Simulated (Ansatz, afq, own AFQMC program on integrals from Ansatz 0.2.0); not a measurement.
SiC, singlet → SiC, triplet

```xyz
2

Si    0.0000    0.0000    0.0000
C     0.0000    0.0000    1.6358
```

E(triplet, charge +0) − E(singlet, charge +0) at this geometry, on RHF and UHF determinants.

Basis 6-31G. Only valence electrons are correlated. Ansatz 0.2.0 and our own AFQMC program on the same integrals; the CISD trial comes from CCSD amplitudes, and released means the phaseless constraint is let go. Error bars are statistical, one sigma. The errors of all members are added in quadrature.

Full CI on the same integrals is exact in this basis and with this determinant's frozen core.

Errors are counted within 6-31G, not against nature.

Cautions: SiC (singlet): another spin lies lower, restricted determinant unstable towards unrestricted (UHF 2.10 eV lower, ⟨S²⟩ 2.11), the search met a lower determinant of the same kind, perhaps of another symmetry (158 meV lower), and this one is a saddle point, strong correlation (T1 0.091, weight of the determinant 0.71, largest double 0.21), (T) is large, 9 % of the CCSD correlation, (Q) is large, 101 meV, so the cluster series hasn't closed, the released energy hasn't reached full CI (115 meV above it at 2.40 1/Eh), so no released level is given (meV from the phaseless value at times in 1/Eh: -31 ± 19 at 0.24, -54 ± 20 at 0.51, -113 ± 20 at 0.99, -148 ± 22 at 1.62, -116 ± 29 at 2.40), CCSDTQ on the UHF determinant differs (137 meV lower), perhaps since the unrestricted series falls towards higher spin, its ph-AFQMC/CISD value lies 231 ± 19 meV above full CI; SiC (triplet): strong correlation (T1 0.090, weight of the determinant 0.77, largest double 0.16), unrestricted determinant spin contaminated (⟨S²⟩ 2.45 against 2.00), its ph-AFQMC/CISD value lies 20 ± 9 meV above full CI; core correlation is missing, and it shifts such a gap most where an s electron is promoted.

Reference (full CI): -0.136 eV.

```tsv
level	vertical spin gap (eV)	error against FCI (eV)
HF	-2.816	-2.680
MP2	-0.088	0.047
CCSD	-0.475	-0.339
CCSD(T)	-0.124	0.012
CCSDT	-0.185	-0.049
CCSDT(Q)	-0.101	0.034
CCSDTQ	-0.146	-0.011
ph-AFQMC/CISD	-0.347 ± 0.021	-0.211 ± 0.021
```

Correlation beyond CCSD(T) takes off 0.012 eV. The perturbative (T) step is worth +0.351 eV. Where the cautions show a poor determinant, the low rows tell how each method copes with it, not its usual error.

CCSDT and higher add their correlation energy to the determinant of the CCSD(T) run, since their own runs factorise the integrals more tightly (a shift of under 2 meV). A walk keeps the symmetry of its determinant, which the program's search chose and which needn't be the lowest solution, so a lower state of the same spin and another symmetry isn't excluded.
